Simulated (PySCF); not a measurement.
Work out the structure from these simulated measurements.

Elements present: C, H and S. Monoisotopic mass: 98.0190 u.

* Valence photoelectron: vertical ionisation energy: 8.52 eV [ΔSCF wB97X-D/def2-SVPD]
* 13C NMR: chemical shifts (computed TMS as zero) by class: 151.1 (1 C), 132.5 (1 C), 132.2 (1 C), 132.2 (1 C), 18.0 (1 C) ppm [GIAO PBE/pcSseg-2]
* UV, first state: lowest singlet excitation: 5.62 eV (221 nm, f = 0.123) [TDDFT wB97X-D/def2-SVPD]
* Rotational structure: rotational constants A, B, C: 5.286, 3.118, 1.986 GHz [PBE0-D3(BJ)/def2-SVP]
* Triplet: lowest triplet excitation (Tamm–Dancoff): 3.72 eV [TDA wB97X-D/def2-SVPD]
* Dipole: 0.73 D [wB97X-D/def2-SVPD]
* 1H NMR: chemical shifts (computed TMS as zero) by class: 7.10 (1 H), 6.99 (1 H), 6.89 (1 H), 2.61 (3 H) ppm [GIAO PBE/pcSseg-2]
* Polarisability: 75.1 au [wB97X-D/def2-SVPD]

Electronic properties: PySCF, gas phase, density fitting. Levels stand in brackets. Isolated species at its PBE0-D3(BJ)/def2-SVP geometry, gas phase. NMR classes are plain means over equivalent atoms (diastereotopic ones count apart unless rotation or inversion swaps them), as if these changed places fast.

Task: Which formula fits the mass and the elements?

Result: C5H6S (calculated 98.0190). No other formula that holds each of these elements comes within 0.0003 u with a fitting electron parity and a possible valence count.

Task: What is the compound? Reason from the data.

Result: Numbering: `[CH3:1][c:2]1[cH:3][cH:4][cH:5][s:6]1`. Its formula, C5H6S, gives 3 degrees of unsaturation: 1 ring and 2 π bonds in the structure found (Kekulé form). 5 carbons fall into 5 classes; from least to most shielded: substituted aromatic carbon [C2] (151.1 ppm), aromatic CH carbon [C4] (132.5 ppm), aromatic CH next to a ring sulfur [C5] (132.2 ppm), aromatic CH carbon [C3] (132.2 ppm), benzylic-type carbon [C1] (18.0 ppm). Hydrogen classes from least to most shielded: 1 H on an aromatic CH next to a ring sulfur, C5 (7.10 ppm), 1 H on an aromatic CH carbon, C4 (6.99 ppm), 1 H on an aromatic CH carbon, C3 (6.89 ppm), 3 H on a benzylic-type carbon, C1 (2.61 ppm). The first electron is taken from the HOMO, whose largest Löwdin shares are 0.27 on the aromatic CH next to a ring sulfur, 0.25 on the substituted aromatic carbon, 0.15 on an aromatic CH carbon and 0.14 on an aromatic CH carbon. By its constants the optimised geometry is an asymmetric top. Structure: `CC1=CC=CS1`. Computed isomers that give other values at the same levels: `CC#C[C@H]1CS1` (rotational constant A: 9.388 GHz; this holds for the one conformer computed); `C#C/C=C\SC` (smallest rotational constant: 1.461 GHz; this holds for the one conformer computed); `Cc1ccsc1` (rotational constant A: 6.975 GHz; this holds for the one conformer computed). The assignments are read from this structure; whether some other isomer fits the data as well wasn't checked.
